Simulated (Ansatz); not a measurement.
We consider zinc-blende AlP, described by LDA in Ansatz (plane waves, PAW).

Total energies, extrapolated to zero smearing (they compare only within this program, potentials and cutoff; free atoms with spin allowed, lowest state found):

| system | energy (eV/atom) |
|---|---|
| zinc-blende AlP, relaxed | -620.0217 |
| free Al atom | -508.8725 |
| free P atom | -721.5487 |

Work out the cohesive energy per atom.

E_coh = [1 × (-508.8725) + 1 × (-721.5487)]/2 − (-620.0217) = 4.81 eV/atom. The reference value is 4.32 eV/atom (measured, static lattice: zero-point vibration energy added, our sources range from 4.20 to 4.32; as tabulated in Mejia-Rodriguez and Trickey (2018), arXiv:1807.09216), a difference of +0.49 eV/atom.

The PAW data were made under PBE.

Ansatz is a quantum-chemistry and plane-wave program.
